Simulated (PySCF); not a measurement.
Gas-phase reaction: BHF2 + 4 O + BH3 ⇌ 2 BF(OH)2

Method: PySCF energies plus ideal-gas RRHO corrections (1 bar). † marks an energy on the PBE0/def2-TZVP geometry and frequencies. MP2 and CCSD(T) freeze the core. Open shells (unrestricted): O (multiplicity 3); the rest are closed-shell singlets. Spin-orbit splitting is ignored; it lowers the true energy and changes the entropy of O. BF(OH)2: computed as isolated molecules; such fragments, hydroxides, amides, oligomers or adducts are transient or little studied in the gas. MP2 isn't extrapolated to the basis-set limit. CCSD(T) isn't extrapolated to the basis-set limit.

```
level                ΔH°(298 K), kJ
-------------------  --------------
CCSD(T)/def2-TZVPP†           -2371
MP2/def2-TZVPP†               -2526
PBE0/def2-SVP†                -2455
r2SCAN/def2-TZVP†                 ?
ωB97M-V/def2-TZVP†                ?
ωB97X-V/def2-TZVP†                ?
```

Question: Complete the blanks.

Answer: 
- r2SCAN/def2-TZVP†, ΔH°(298 K), kJ: -2450
- ωB97M-V/def2-TZVP†, ΔH°(298 K), kJ: -2444
- ωB97X-V/def2-TZVP†, ΔH°(298 K), kJ: -2418
